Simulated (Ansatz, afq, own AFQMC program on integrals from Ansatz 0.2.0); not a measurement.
**Where AFQMC and coupled cluster stand for CH2⁺, doublet**

```yaml
atoms:
  - { symbol: C, position_ang: [0.0000, 0.0000, 0.2298] }
  - { symbol: H, position_ang: [0.0000, 0.0000, -1.5532] }
  - { symbol: H, position_ang: [0.0000, 0.0000, 1.3234] }
```

Basis cc-pVDZ. Only valence electrons are correlated. AFQMC by an in-house program on the Cholesky factors that Ansatz 0.2.0 writes for its CCSD(T) run. The CISD trial takes its coefficients from CCSD amplitudes. Released means that phaseless walkers are propagated on without the constraint, phases kept. ± is one standard error of the sampling.

Determinant: ROHF, the one that the program's search chose, which needn't be the lowest solution. The geometry is a point of a scan.

Full CI on the same integrals is exact in this basis and with this determinant's frozen core.

Cautions: a spin-contaminated unrestricted determinant lies lower (UHF 344 meV lower, ⟨S²⟩ 0.99).

The T1 diagnostic is 0.0336. The weight of the determinant in the CISD state is 0.915. The size of the correlated space is 5 electrons in 23 orbitals.

Reference: full CI, correlation energy -3.295 eV. The released energy is read at 2.40 1/Eh (meV from the phaseless value at times in 1/Eh: -4.0 ± 1.6 at 0.24, -5.6 ± 1.4 at 0.51, -7.3 ± 1.2 at 0.99, -11.4 ± 1.5 at 1.62, -10.6 ± 0.9 at 2.40).

| level | E − E(reference) (meV) | share of correlation (%) |
| --- | --- | --- |
| HF | 3295.3 | 0.00 |
| MP2 | 848.8 | 74.24 |
| CCSD | 87.3 | 97.35 |
| CCSD(T) | 22.7 | 99.31 |
| CCSDT | 3.4 | 99.90 |
| CCSDT(Q) | 0.7 | 99.98 |
| CCSDTQ | 0.1 | 100.00 |
| ph-AFQMC/CISD | 12.5 ± 1.9 | 99.62 |
| released AFQMC | 1.9 ± 0.9 | 99.94 |

CCSDT and higher add their correlation energy to the determinant of the CCSD(T) run, since their own runs factorise the integrals more tightly (a shift of under 2 meV). A walk keeps the symmetry of its determinant, which the program's search chose and which needn't be the lowest solution, so a lower state of the same spin and another symmetry isn't excluded. Released energies are given only where the last usable release times agree within the noise; a slower fall can still hide under it.
